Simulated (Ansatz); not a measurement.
# BHS₂ (singlet): from Hartree-Fock to the top rungs, cc-pVDZ

Aim: climb from Hartree-Fock through coupled cluster for BHS₂ (singlet) at one geometry and basis, and see what each rung misses.

Program: Ansatz 0.2.0, Gaussian basis. Level of theory: cc-pVDZ, core rule «outside noble gas», up to 11 orbitals frozen. These are calculated values, not measurements.

The runs, in order: UHF; CCSD(T) on RHF; BCCD(T) on RHF; CISD; CCSDT(Q) on RHF.

12 further runs of the same task are left out: 4 that didn't finish, 8 set aside as unsound or not needed. Runs told in other sessions of the task aren't counted.

### Step 1. The geometry

The geometry is a PBE0/def2-TZVP stationary point (not a proven minimum).

4 atoms, charge 0, spin multiplicity 1.

Atoms are counted from 1 here; the program's logs count them from 0.

Bond lengths: S1–B2 1.609 Å, B2–S3 1.758 Å, S3–H4 1.346 Å. Angles: S1–B2–S3 177.7°, B2–S3–H4 93.6°.

As a file:

```xyz
4

S     0.0000   -0.2901    2.1210
B     0.0000   -0.2975    0.5119
S     0.0000   -0.3755   -1.2439
H     0.0000    0.9631   -1.3890
```

### Step 2. UHF

File in.yaml:

```yaml
crystal:
  periodic: [false, false, false]
  atoms:
    - {symbol: S, position_ang: [0.000008, -0.290101, 2.120961]}
    - {symbol: B, position_ang: [-0.000023, -0.297523, 0.511912]}
    - {symbol: S, position_ang: [0.000008, -0.375495, -1.243912]}
    - {symbol: H, position_ang: [0.000007, 0.963119, -1.388961]}
basis:
  gaussian: {orbitals: cc-pVDZ}
magnetization: {spin_polarized: true, initial_magnetization: 0}
hamiltonian: {xc: hf}
output: {orbitals: {seedname: orbitals}}
```

Command:

```console
$ ansatz run in.yaml --threads 1 --pin off --events-out ev --progress --plain --max-ram 2393MiB
```

After this run come: CCSD(T) on RHF; BCCD(T) on RHF; CISD; CCSDT(Q) on RHF.

**Question.** What will the summary of the whole plan be? Wanted: RCCSDT(Q) from the RHF energy; RMP2 from RCCSDT(Q); RCCSD from RCCSDT(Q); RCCSD(T) from RCCSDT(Q); T1 diagnostic.

The runs gave:

| quantity | value |
| --- | --- |
| RCCSDT(Q) from the RHF energy | -10.4356 eV |
| RMP2 from RCCSDT(Q) | +121.3 kJ/mol |
| RCCSD from RCCSDT(Q) | +45.2 kJ/mol |
| RCCSD(T) from RCCSDT(Q) | +5.6 kJ/mol |
| levels within 1 kcal/mol (43 meV) | RCCSDT |
| T1 diagnostic | 0.018 |

RCCSD(T) misses by +5.6 kJ/mol, 0.6 % of the correlation energy. These misses are within one basis, not against nature.
